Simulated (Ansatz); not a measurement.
Saddle point of CH6FSi, doublet (CH₃F ([CH3][F]) + SiH₃ → CH₂F ([CH2][F]) + SiH₄; bonds formed: H1–Si4; bonds broken: H1–C2), PBE0-D4/def2-TZVP structure:

| atom | x (Å) | y (Å) | z (Å) |
| --- | --- | --- | --- |
| H1 | -0.0483 | -0.1113 | 0.1289 |
| C2 | -1.3350 | 0.1805 | 0.9824 |
| F3 | -1.8091 | 1.3277 | 0.4651 |
| Si4 | 1.2380 | -0.2301 | -0.8612 |
| H5 | -0.9538 | 0.3037 | 1.9935 |
| H6 | -1.9821 | -0.6695 | 0.7788 |
| H7 | 1.8373 | -1.5869 | -0.7406 |
| H8 | 0.8027 | -0.0050 | -2.2649 |
| H9 | 2.2503 | 0.7912 | -0.4819 |

Energies are electronic, without zero-point energy. Barriers and step energies count from the start structure reached by relaxing down the imaginary mode; all methods use the PBE0-D4 structures, on which another method's saddle can fall below an end. Ansatz 0.2.0; basis: def2-TZVPP, with def2-QZVPP for the basis limit; cores frozen in the correlated methods; orbitals are unrestricted. B3LYP uses VWN-RPA correlation. Extrapolation: Hartree–Fock as exp(−7.88 √X), correlation as X^−2.97.

```
      method  barrier (kcal/mol)  step energy (kcal/mol)
       SPW92               13.30                   15.18
      PBE-D4               16.99                   13.38
     BLYP-D4               17.36                   11.58
   r2SCAN-D4               18.60                   11.28
      B97M-V               19.25                   12.34
     PBE0-D4               19.87                   12.87
    B3LYP-D4                   ?                   11.48
  r2SCAN0-D4               20.49                   11.10
    BHLYP-D4                   ?                   10.40
CAM-B3LYP-D4               21.02                   11.01
     wB97X-V               20.88                   10.65
     wB97M-V                   ?                   10.87
      B2PLYP               22.12                   11.62
    PBE-QIDH               23.17                   12.67
  RPA on PBE               24.83                   12.34
          HF               28.88                    7.57
         MP2               26.78                   14.01
        CCSD               24.97                   11.87
     CCSD(T)               24.03                   12.25
```

Q: Fill in the withheld barriers. (To be estimated.)

A: The calculation gives: B3LYP-D4 19.64; wB97M-V 21.76; BHLYP-D4 22.38 kcal/mol. Each is the energy of the saddle less that of the start structure, by the same method.

For comparison, the barrier by CCSD(T) at an estimated basis limit (MP2 extrapolated from triple and quadruple zeta, plus CCSD(T) − MP2 in triple zeta) is 23.58 kcal/mol.

The T1 diagnostic stays at or below 0.016. ⟨S²⟩ of the unrestricted Hartree–Fock references: 0.75 to 0.78 (a pure state has 0.75).

Radical steps of this kind take place in plasma deposition and etching.

Labels in which every atom is bracketed show which atoms are joined, not bond orders.

For scale, one of the runs: CCSD(T)/def2-TZVPP, 188 basis functions, launched by `ansatz run in.yaml --threads 4 --pin off --events-out ev --progress --plain --max-ram 9574MiB`. Hardware: 4 CPU threads of an Arm Neoverse V2, shared host. Wall time 97 s; peak host memory 5 GiB.
